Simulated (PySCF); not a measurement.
**Vertical excitation energies**

Species: C4H6FN.
SMILES with atom numbers: `[NH:1]=[C:2]1[CH2:3][CH:4]([F:5])[CH2:6]1` (hydrogens: H7 on N1; H8, H9 on C3; H10 on C4; H11, H12 on C6)

The calculation used TDDFT wB97X-D/def2-SVPD, vertical, gas phase, core orbitals frozen in the response in PySCF 2.14.0, density-fitted response routines. Geometry: PBE0-D3(BJ)/def2-SVP, one conformer, isolated molecule.

```json
{"state": "S1", "E (eV)": "5.30", "λ (nm)": "233.7", "f": "0.0026", "main configurations (H = HOMO, L = LUMO)": "H→L (96%)"}
{"state": "S2", "E (eV)": "7.54", "λ (nm)": "164.4", "f": "0.043", "main configurations (H = HOMO, L = LUMO)": "H→L+1 (67%), H→L+2 (20%)"}
{"state": "S3", "E (eV)": "7.74", "λ (nm)": "160.2", "f": "0.148", "main configurations (H = HOMO, L = LUMO)": "H-1→L (72%), H-3→L (13%)"}
{"state": "S4", "E (eV)": "7.86", "λ (nm)": "157.7", "f": "0.016", "main configurations (H = HOMO, L = LUMO)": "H-2→L (92%)"}
{"state": "S5", "E (eV)": "8.32", "λ (nm)": "149.0", "f": "0.098", "main configurations (H = HOMO, L = LUMO)": "H-3→L (63%), H-1→L (12%), H-4→L (11%)"}
{"state": "S6", "E (eV)": "8.39", "λ (nm)": "147.8", "f": "0.0053", "main configurations (H = HOMO, L = LUMO)": "H→L+2 (51%), H→L+1 (23%), H→L+5 (13%)"}
```

The lowest singlet lies at 5.30 eV (234 nm, ultraviolet) and is very weak; its leading configuration is HOMO→LUMO (96%). The most intense listed level is S3 at 7.74 eV (160 nm, f = 0.148), 2.43 eV above S1. Löwdin shares by element: HOMO nitrogen 54%, carbon 26% or more, hydrogen 8% or more; LUMO carbon 46% or more, nitrogen 28% (atoms not listed hold the other 25%). The oscillator strengths of these states sum to 0.314; summed over the whole spectrum of an exact calculation they would give the number of electrons, 46 (Thomas–Reiche–Kuhn). Weighted by f, the mean energy of these states is 7.89 eV. Orbital energies (eV): HOMO-3 -11.80, HOMO-2 -11.36, HOMO-1 -10.72, HOMO -9.56, LUMO 1.32, LUMO+1 2.35, LUMO+2 2.79. Only the lowest 6 singlets were computed, as vertical energies without vibronic structure.
